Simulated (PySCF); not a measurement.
Compound: C₄H₁₀NS (doublet state).
SMILES with atom numbers: `[CH3:1][CH2:2][NH:3][C:4]([CH3:5])[SH:6]` (hydrogens: H7, H8, H9 on C1; H10, H11 on C2; H12 on N3; H13, H14, H15 on C5; H16 on S6)

Cartesian coordinates in Å at the GFN2-xTB level; atoms count from 1:
```
atom  x, y, z in Å
C1     1.9905    0.0518   -0.1870
C2     1.0164   -0.9882    0.3662
N3     0.0076   -0.4054    1.2377
C4    -1.0712    0.3012    0.7662
C5    -1.7422   -0.1176   -0.4972
S6    -1.1339    2.0223    1.1993
H7     2.7063   -0.4200   -0.8549
H8     2.5342    0.5334    0.6231
H9     1.4492    0.8182   -0.7377
H10    0.5072   -1.4970   -0.4535
H11    1.5586   -1.7360    0.9516
H12    0.4118    0.0176    2.0644
H13   -2.7299    0.3385   -0.5562
H14   -1.8580   -1.2002   -0.5080
H15   -1.1879    0.1791   -1.3949
H16   -2.4663    2.1113    1.2368
```

The hyperfine couplings belong to this conformer and change with its torsions.

Level of theory: UKS B3LYP, pcH-1 on C H N S, non-relativistic, mean-field spin-orbit, GIAO (PySCF 2.14.0). One conformer (not necessarily the lowest) at the GFN2-xTB geometry, without solvent, vibrations or thermal averaging. Couplings are sensitive to structure, and on GFN2-xTB geometries they can be far from those on DFT ones. Stability of the SCF solution: not tested.

The Mulliken spin populations are largest on C4 (+0.73), N3 (+0.13) and S6 (+0.09). No atom but C4 exceeds +0.15. The angles at C4 add up to 353.9°, so it is slightly pyramidal.

Q: List the C–H protons on four-coordinate carbons next to a three-coordinate spin centre, with their couplings and θ (C–H bond against the normal to the plane of the centre's neighbours, projected along the bond that joins the two).

A: 
| β H | on | centre | θ (°) | cos²θ | a (G) |
| --- | --- | --- | --- | --- | --- |
| H13 | C5 | C4 | 57 | 0.30 | +11.38 |
| H14 | C5 | C4 | 62 | 0.21 | +5.30 |
| H15 | C5 | C4 | 3 | 1.00 | +34.46 |

Fitting the Heller–McConnell form a = ρ(B0 + B2 cos²θ), with Mulliken ρ = 0.73, gives B0 = -1.3 G and B2 = 48.8 G, with a largest miss of 1.6 G. By this fit the coupling would be 34.8 G at θ = 0° and -0.9 G at 90°.

Q: What would the freely rotating methyl group on C5 show?

A: Three equal couplings, a 1:3:3:1 quartet. The mean of the three values of this geometry estimates the splitting: 17.0 G, or 47.8 MHz (three bonds 120° apart have a mean cos²θ of 1/2 at any torsion).

Couplings in gauss use g_iso = 2.0029.
